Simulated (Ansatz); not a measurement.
## Which isomer of CH3BF gives these data?

These gas-phase data were calculated for one isomer of CH3BF at B3LYP-D3(BJ)/def2-SVP (harmonic, unscaled wavenumbers; equilibrium rotational constants with average atomic masses):

```
rotational constants            : 57.5, 9.834, 8.398 GHz
all wavenumbers above 1500 cm⁻¹ : 3143, 2683, 2588
```

Candidates:

(1) `C[B]F`, a doublet
(2) `[CH2]BF`, a doublet
(3) `B[CH]F`, a doublet

Problem. Assign the data to one candidate and say why.

Solution. Candidate (3). The band at 2683 cm⁻¹ lies where the B–H stretch is expected; (1) has no mode between 2350 and 2900 cm⁻¹. 2 modes lie between 2350 and 2900 cm⁻¹, one for each B–H bond, while (2) has 1.

The same quantities for all candidates:

```
     rotational constants (GHz)  wavenumbers above 1500 cm⁻¹  E above the lowest, B3LYP-D3(BJ)/def2-SVP (kcal/mol)
(1)         73.19, 8.546, 8.036             3138, 3081, 3005                                                   7.5
(2)         56.38, 9.455, 8.097             3229, 3129, 2615                                                   0.0
(3)          57.5, 9.834, 8.398             3143, 2683, 2588                                                  46.2
```

Each candidate is one conformer. Open shells are spin-unrestricted. Programs: Ansatz 0.2.0.
